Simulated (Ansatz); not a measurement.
# HN2Si: the cost of one run

Program: Ansatz 0.2.0, Gaussian basis. Level of theory: def2-TZVPP, core rule «outside noble gas», up to 7 orbitals frozen. These are calculated values, not measurements.

Plan: UHF; ROHF; CCSD(T) on UHF.

2 further runs of the same task are left out: 2 set aside as unsound or not needed.

### Step 1. What is computed

The geometry is a PBE0/def2-TZVP stationary point (not a proven minimum).

4 atoms, charge 0, spin multiplicity 2.

Atoms are counted from 1 here; the program's logs count them from 0.

Bond lengths: N1–N2 1.251 Å, N1–H4 1.031 Å, N2–Si3 1.603 Å. Angles: N2–N1–H4 109.6°, N1–N2–Si3 173.5°.

### Step 2. UHF

The input, in.yaml:

```yaml
crystal:
  periodic: [false, false, false]
  atoms:
    - {symbol: N, position_ang: [0.000005, -0.302572, 0.908543]}
    - {symbol: N, position_ang: [-0.000014, -0.160541, -0.334175]}
    - {symbol: Si, position_ang: [0.000002, -0.160128, -1.936811]}
    - {symbol: H, position_ang: [0.000007, 0.623240, 1.362442]}
basis:
  gaussian: {orbitals: def2-TZVPP}
magnetization: {spin_polarized: true, initial_magnetization: 1}
hamiltonian: {xc: hf}
output: {orbitals: {seedname: orbitals}}
```

Command:

```console
> ansatz run in.yaml --threads 1 --pin off --events-out ev --progress --plain --max-ram 2816MiB --backend cpu
```

**Question.** How long does this run take on 1 thread of AMD EPYC 7R13, shared host, and how much memory does it need?

About 6 s, with a peak of 0.29 GiB.
